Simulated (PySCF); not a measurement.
## CH2F2O: fluorine and formaldehyde

Made of fluorine and formaldehyde. The whole: neutral, singlet.

Parts: 1 = fluorine (FF), atoms 1–2; 2 = formaldehyde (C=O), atoms 3–6.

| atom | part | x (Å) | y (Å) | z (Å) |
| --- | --- | --- | --- | --- |
| F1 | 1 | 0.6000 | 0.0103 | -0.1377 |
| F2 | 1 | -0.7347 | 0.0241 | 0.2054 |
| C3 | 2 | 4.3736 | -0.4866 | -0.3095 |
| O4 | 2 | 3.2497 | -0.3494 | -0.6945 |
| H5 | 2 | 5.0349 | -1.2796 | -0.7113 |
| H6 | 2 | 4.8130 | 0.1690 | 0.4682 |

In these coordinates F1···O4 is 2.731 Å. Part 2 is then moved rigidly along that line, all else held; at short range other atoms may come into contact.

The starting structure comes from a short search with a few starts; no frequency run checks that it is a minimum, and another way of binding may lie lower.

Method: CCSD(T)/aug-cc-pVDZ and MP2/aug-cc-pVTZ, aug-cc-pVQZ counterpoise interaction energy, frozen core, gas phase (PySCF 2.14.0). Geometry: PBE0-D3(BJ)/def2-TZVPD.

Counterpoise energies in kcal/mol, cluster less the parts frozen as they stand in it; small is aug-cc-pVDZ, large aug-cc-pVQZ. Estimated limit: HF in aug-cc-pVQZ, MP2 correlation extrapolated as X⁻³ from aug-cc-pVTZ and aug-cc-pVQZ, and CCSD(T) less MP2 in aug-cc-pVDZ; it isn't the exact limit.

```
F1···O4 (Å)  HF large  MP2 large  SCS-MP2 large  CCSD(T) small  CCSD(T) limit est.
      2.458      1.13      -0.76          -0.34          -0.33               -0.60
      2.594      0.41      -1.02          -0.70          -0.73               -0.89
      2.731      0.03      -1.06          -0.82          -0.85               -0.96
      2.868         ?          ?              ?              ?                   ?
      3.004     -0.24      -0.89          -0.75          -0.79               -0.83
      3.414         ?          ?              ?              ?                   ?
      4.096     -0.14      -0.27          -0.24          -0.26               -0.25
      5.462     -0.05      -0.08          -0.07          -0.08               -0.07
```

(1) Fill in the withheld rows.

## Answers

(1) 
```tsv
F1···O4 (Å)	HF large	MP2 large	SCS-MP2 large	CCSD(T) small	CCSD(T) limit est.
2.868	-0.16	-1.00	-0.81	-0.85	-0.92
3.414	-0.24	-0.58	-0.50	-0.53	-0.54
```

The 8 runs took 38 min in all, one thread each of Arm Neoverse N1 on a shared host, launched as `OMP_NUM_THREADS=1 python cluster_run.py task.json out`.
